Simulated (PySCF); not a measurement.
# NaC⁺ with other numerical set-ups

The method stays; parts of the set-up, such as the basis or the Hamiltonian, are changed.

Computed with PySCF 2.14.0. Level: each script names its method and basis.

2 further runs of the same task are left out: 2 that didn't finish.

## Step 1: The starting structure

NaC⁺: 2 atoms, charge 1, spin multiplicity 1.

Bond lengths: Na1–C2 2.743 Å.

## Step 2: The run that the others are compared with

Contents of input.py:

```python
from pyscf import gto, dft

mol = gto.M(
    atom='Na 0 0 0; C 0 0 2.743',
    basis='jorge-dzp-dkh',
    charge=1,
    spin=0,
    symmetry=True,
    verbose=4,
)
mf = dft.RKS(mol, xc='b3lyp')
mf = mf.sfx2c1e()
mf.kernel()
mf.analyze()
print('orbital energies (hartree):', mf.mo_energy[..., max(0, mol.nelec[1]-3):mol.nelec[0]+3].round(4))
```

Started as:

```console
OMP_NUM_THREADS=1 python input.py
```

Its log is not repeated here.

In short: E(SCF) = -200.132101 Eh, 7 cycles.

The bond length is a typed value, not an optimised one. The dipole of an ion depends on the origin.

## Step 3: Integration grid (20, 50)

Run 1 changes integration grid: default → (20, 50).

Contents of input.py:

```python
from pyscf import gto, dft

mol = gto.M(
    atom='Na 0 0 0; C 0 0 2.743',
    basis='jorge-dzp-dkh',
    charge=1,
    spin=0,
    symmetry=True,
    verbose=4,
)
mf = dft.RKS(mol, xc='b3lyp')
mf = mf.sfx2c1e()
mf.grids.atom_grid = (20, 50)
mf.kernel()
mf.analyze()
print('orbital energies (hartree):', mf.mo_energy[..., max(0, mol.nelec[1]-3):mol.nelec[0]+3].round(4))
```

Started as:

```console
OMP_NUM_THREADS=1 python input.py
```

## Step 4: Density fitting def2-universal-jkfit

Run 2 changes density fitting: none → def2-universal-jkfit.

Edit input.py of step 2 so:

```diff
@@ -12,2 +12,3 @@
 mf = mf.sfx2c1e()
+mf = mf.density_fit(auxbasis='def2-universal-jkfit')
 mf.kernel()
```

## Step 5: Density fitting auto

Run 3 changes density fitting: none → auto.

Edit input.py of step 2 so:

```diff
@@ -12,2 +12,3 @@
 mf = mf.sfx2c1e()
+mf = mf.density_fit()
 mf.kernel()
```

## Step 6: Cartesian functions on

Run 4 changes Cartesian functions: off → on.

Edit input.py of step 2 so:

```diff
@@ -8,2 +8,3 @@
     symmetry=True,
+    cart=True,
     verbose=4,
```

Q: Predict the outcome of this session. Wanted: for each run, E(SCF); from base; gap.

The runs gave:

```csv
run,E(SCF) (hartree),from base (eV),cycles,gap (eV),functions
base,-200.132101,0,7,2.07,39
"integration grid (20, 50) (poor choice)",-200.134221,-0.0577,7,2.01,39
density fitting def2-universal-jkfit,-200.132161,-0.0016,7,2.07,39
density fitting auto,-200.132103,-0.0001,7,2.07,39
Cartesian functions on,-200.132616,-0.0140,7,2.07,41
```

In words: With density fitting auto the SCF ends at the base energy. The largest comparable shift of the SCF energy, -0.058 eV, comes with the run “integration grid (20, 50)”. Rows marked «poor choice» come from settings spoiled on purpose.
